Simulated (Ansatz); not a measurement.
**What a trial cell of P relaxes into**

Method: Ansatz, DFT r2SCAN, scalar-relativistic, plane waves, PAW. Cutoff 500 eV, Γ-centred k mesh, Gaussian smearing, no spin polarisation in the final step.

P was placed on the simple hexagonal structure type (P6/mmm, No. 191), at a guessed volume.

```
CELL_PARAMETERS angstrom
3.25730 0.00000 0.00000
-1.62865 2.82090 0.00000
0.00000 0.00000 3.04354
ATOMIC_POSITIONS crystal
P 0.00000 0.00000 0.00000
```

Cell and atoms relax at zero pressure; the relaxation can't lower the symmetry of the start. After a coarse first stage the cell is made exact in the group found at 0.06 Å.

Energies count from the standard state of P at the same level.

Question: Describe the relaxed structure.

Answer: It keeps P6/mmm (No. 191). The result has the simple hexagonal structure. Conventional cell: a = 2.631 Å, c = 2.437 Å. Around P lie 2 P at 2.44 Å and 6 P at 2.63 Å.

```
P
1.0
     2.63141    0.00000    0.00000
    -1.31570    2.27887    0.00000
     0.00000    0.00000    2.43743
P
1
Direct
  0.00000 0.00000 0.00000
```

Question: What are its volume, energy, density and gap?

Answer: The volume per atom is 14.62 Å³ and the density is 3.52 g/cm³. The energy over the standard structure is 0.57 eV/atom and the gap on the 24×24×22 mesh is 0 eV (a metal).

The final run used a 24×24×22 mesh on its 1-atom cell and 0.10 eV smearing. For metals, differences of a few meV/atom aren't resolved. A structure relaxed within its symmetry needn't be a true minimum.